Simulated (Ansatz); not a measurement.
**Counterpoise correction, worked out**

The pair of H3O⁺ (SMILES [OH3+], atoms 1–4) and CH6Si (SMILES C[SiH3], atoms 5–12), both closed shells, in one local arrangement (a lower one may exist), relaxed at PBE0-D4/def2-TZVP:

```
12
angstrom
O 0.6892 0.0180 -2.6101
H 0.2508 -0.0653 -1.6152
H 0.2044 0.6271 -3.1921
H 0.8184 -0.8420 -3.0443
C -0.8915 -0.1598 2.0416
Si 0.3715 0.2324 0.7545
H -1.1246 -1.2257 2.0562
H -1.8103 0.4064 1.8810
H -0.4890 0.1143 3.0211
H 1.6081 -0.5791 0.7716
H 0.6650 1.6649 0.5307
H -0.2918 -0.1912 -0.5948
```

Computed with Ansatz 0.2.0 (basis: def2-TZVPPD); correlated methods freeze the cores.

CCSD(T) total energies in eV:

| system | geometry | basis functions | energy |
| --- | --- | --- | --- |
| pair | pair | all | -11084.09064 |
| H3O⁺ | as in the pair | all (partner as ghosts) | -2084.56605 |
| CH6Si | as in the pair | all (partner as ghosts) | -8998.42600 |
| H3O⁺ | as in the pair | its own | -2084.55154 |
| CH6Si | as in the pair | its own | -8998.41256 |
| H3O⁺ | free (PBE0-D4 minimum) | its own | -2084.79101 |
| CH6Si | free (PBE0-D4 minimum) | its own | -8998.57856 |

Work out the interaction energy with and without the counterpoise correction, the superposition error, and the binding energy from the relaxed fragments.

Without correction: -11084.09064 − (-2084.55154) − (-8998.41256) = -1.12654 eV.
With correction (each fragment in the whole basis): -11084.09064 − (-2084.56605) − (-8998.42600) = -1.09859 eV = -25.33 kcal/mol.
The superposition error is the difference, 0.02795 eV, 2 % of the uncorrected value: each fragment borrows its partner's functions.
Deformation from the free shapes: 0.23947 eV for H3O⁺ and 0.16600 eV for CH6Si.
Binding energy from relaxed fragments: -1.09859 + 0.23947 + 0.16600 = -0.69312 eV = -15.98 kcal/mol (electronic, without zero-point energy; negative means bound). The deformation is large: the pair is on the way to a chemical bond or a shared proton. For comparison, the corrected interaction energy by CCSD(T) at an estimated basis limit (MP2 extrapolated from triple and quadruple zeta, plus CCSD(T) − MP2 in triple zeta) is -1.120 eV; triple zeta with the correction binds less.

The T1 diagnostic stays at or below 0.011.

For scale, one of the runs: CCSD(T)/def2-TZVPPD, 278 basis functions, launched by `ansatz run in.yaml --threads 4 --pin off --events-out ev --progress --plain --max-ram 9574MiB`. Time: 100 s of wall clock on 4 CPU threads of an Arm Neoverse V2; the host was shared. Peak host memory: 7.6 GiB.
